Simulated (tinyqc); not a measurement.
Inside a calculation (part 2 of 2). Method: CCSD on RHF in the sto-3g basis, frozen core, for H2O, spin multiplicity 1. Computed by tinyqc, a small Python program that keeps every step (integrals from PySCF). Command: `OMP_NUM_THREADS=1 python tinyqc.py 22028 22029 out.jsonl` (the two numbers bound the seeds that draw the settings). One thread of a shared host (Intel(R) Xeon(R) Processor @ 2.60GHz), about 0.3 s of CPU time with the checks.

Geometry (angstrom):
```
atom         x          y         z
O     0.000000   0.000000  0.000000
H     0.000000   0.840000  0.807000
H     0.000000  -0.840000  0.807000
```

## CCSD: convergence

E_corr = 1/4 sum <ij||ab> t_ij^ab + 1/2 sum <ij||ab> t_i^a t_j^b; stop when the norm of the change is below 1e-8.

Course of the amplitude iterations:
```
update  correlation energy (hartree)  norm of the change
0                        -0.05922075                   -
1                        -0.07503040            1.06e-01
2                        -0.08049927            4.57e-02
3                        -0.08274678            2.13e-02
4                        -0.08374856            1.03e-02
5                        -0.08421197            5.14e-03
6                        -0.08443098            2.65e-03
7                        -0.08453626            1.40e-03
8                        -0.08458770            7.62e-04
9                        -0.08461326            4.23e-04
10                       -0.08462617            2.38e-04
11                       -0.08463280            1.35e-04
12                       -0.08463625            7.73e-05
13                       -0.08463808            4.45e-05
...                              ...                 ...
16                       -0.08463989            8.60e-06
17                       -0.08464005            4.99e-06
18                       -0.08464014            2.90e-06
19                       -0.08464019            1.69e-06
20                       -0.08464022            9.80e-07
21                       -0.08464024            5.70e-07
22                       -0.08464025            3.32e-07
23                       -0.08464025            1.93e-07
24                       -0.08464026            1.13e-07
25                       -0.08464026            6.57e-08
26                       -0.08464026            3.83e-08
27                       -0.08464026            2.23e-08
28                       -0.08464026            1.30e-08
29                       -0.08464026            7.59e-09
```

Converged amplitudes (spin orbitals 1a, 1b, ...; amplitudes related by a flip of all spins are not repeated):
```
from      to          t
3a 3b  7a 7b  -0.120483
4a 4b  6a 6b  -0.095583
3a 4b  6b 7a   0.086729
3a 4b  6a 7b  -0.065152
4a 4b  7a 7b  -0.064904
3a 3b  6a 6b  -0.060756
2a 4b  6a 6b  -0.035718
2a 2b  6a 6b  -0.031799
2a 3b  6a 7b  -0.029997
5a 5b  6a 6b  -0.026438
2a 3b  6b 7a   0.023026
3a 4a  6a 7a   0.021577
4a        6a  -0.018890
2a 2b  7a 7b  -0.018718
5a 5b  7a 7b  -0.012596
2a 3a  6a 7a  -0.006971
2a        6a   0.006833
3a        7a  -0.005521
2a 4b  7a 7b   0.001992
```

CCSD total energy = -74.99994317 hartree

T1 diagnostic, norm of the one-spin t1 over sqrt(correlated electrons) = 0.007365

Converged in 29 updates.
